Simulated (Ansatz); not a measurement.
This geometry of CH3NaSi (6 atoms, charge 0, multiplicity 1) is a first-order saddle point.

Computed with RKS PBE-D4/def2-SVP (Ansatz).

```xyz
6
Properties=species:S:1:pos:R:3
Na -1.092 -0.445 -2.069
C -0.398 -0.739 0.125
Si 0.867 0.536 -0.165
H -0.452 -1.348 1.064
H -0.621 1.066 -0.038
H 1.695 0.930 1.084
```

Q: Which two structures does it join? (They come from a converged band through this point; their orientation in space is the band's.)

A: Bonds broken: Si3–H5. Bonds formed: C2–H5.

Initial state:

```xyz
6
Properties=species:S:1:pos:R:3
Na -1.857 -0.847 -1.707
C -0.418 -0.813 0.039
Si 0.545 0.599 0.264
H -0.271 -1.634 0.771
H 0.413 1.769 -0.683
H 1.587 0.925 1.316
```

Final state:

```xyz
6
Properties=species:S:1:pos:R:3
Na -0.433 -0.618 -2.051
C -0.516 0.072 0.372
Si 1.046 0.805 -0.168
H -0.649 -0.684 1.173
H -1.476 0.579 0.122
H 2.028 -0.154 0.553
```

Q: How far does it lie above each of them?

A: 1.40 eV above the first and 2.20 eV above the second. This is the barrier of this one path; another mechanism may lie lower. The orbitals stay closed-shell, which can raise the energy where a bond breaks towards radicals; this wasn't checked here.

Time of the run: 8.7 min on 1 CPU thread of a shared host.
